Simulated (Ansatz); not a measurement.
**CHN (singlet): wave-function methods side by side at distance N1–H3 = 1.382 Å, 6-31G**

The task here is to estimate one member of a computed series from the others.

Program: Ansatz 0.2.0, Gaussian basis. Level of theory: 6-31G, core rule «outside noble gas», up to 2 orbitals frozen. These are calculated values, not measurements.

To be run: UHF; CCSD(T) on RHF; BCCD(T) on RHF; CISD; CCSDT(Q) on RHF; CISDTQ; CCSDTQ on RHF; CASSCF and MRCISD+Q, 2 electrons in 2 orbitals; CASSCF and NEVPT2, 2 electrons in 2 orbitals; CASSCF and MRCISD+Q, 10 electrons in 9 orbitals; CASSCF and NEVPT2, 10 electrons in 9 orbitals; Full CI.

22 further runs of the same task are left out: 1 for a mislabelled method, 12 that didn't finish, 9 set aside as unsound or not needed.

**What is computed**

The geometry derives from a PBE0/def2-TZVP stationary point (not a proven minimum). One bond is set to the value named and the two fragments are kept rigid.

3 atoms, charge 0, spin multiplicity 1.

Atoms are counted from 1 here; the program's logs count them from 0.

Bond lengths: N1–C2 1.163 Å.

The first run:

in.yaml reads:

```yaml
crystal:
  periodic: [false, false, false]
  atoms:
    - {symbol: N, position_ang: [0.000000, 0.000000, -0.072844]}
    - {symbol: C, position_ang: [0.000000, 0.000000, -1.236312]}
    - {symbol: H, position_ang: [0.000000, 0.000000, 1.309156]}
basis:
  gaussian: {orbitals: 6-31G}
magnetization: {spin_polarized: true, initial_magnetization: 0}
hamiltonian: {xc: hf}
output: {orbitals: {seedname: orbitals}}
```

The run is started by

```console
$ ansatz run in.yaml --threads 1 --pin off --events-out ev --progress --plain --max-ram 2393MiB
```

Among the steps run: UHF; CCSD(T) on RHF; BCCD(T) on RHF; CISD; CCSDT(Q) on RHF; CISDTQ; CCSDTQ on RHF; CASSCF and MRCISD+Q, 2 electrons in 2 orbitals; CASSCF and NEVPT2, 2 electrons in 2 orbitals; CASSCF and MRCISD+Q, 10 electrons in 9 orbitals; CASSCF and NEVPT2, 10 electrons in 9 orbitals; Full CI.

One of the session's tables, all rows but one given; the rest of the session is left out.

It belongs to the step «Misses and costs». 

```
          method  from FCI (meV)
             RHF         +6129.4
            RMP2          +533.9
            CISD          +736.7
           RCCSD          +286.6
        RCCSD(T)           +34.8
         BCCD(T)           +35.7
          RCCSDT           +24.1
          CISDTQ               ?
       RCCSDT(Q)            -1.3
         RCCSDTQ            +3.5
     CASSCF pair         +5374.6
     NEVPT2 pair          +374.6
  CASSCF valence         +1699.1
  NEVPT2 valence          +429.4
  MRCISD valence           +77.3
MRCISD+Q valence           +34.1
             FCI               0
```

Q: Estimate the row for CISDTQ from the others.

The run gave: from FCI (meV): +53.7. In the column «from FCI (meV)» it lies between BCCD(T) (+35.7) and MRCISD valence (+77.3).

Not comparable, so not listed: CASSCF and MRCISD+Q, 2 electrons in 2 orbitals (they don't share determinant, frozen orbitals or solution with the rows shown, or repeat one).

To keep in mind: Warnings in the runs' records: passed over end.
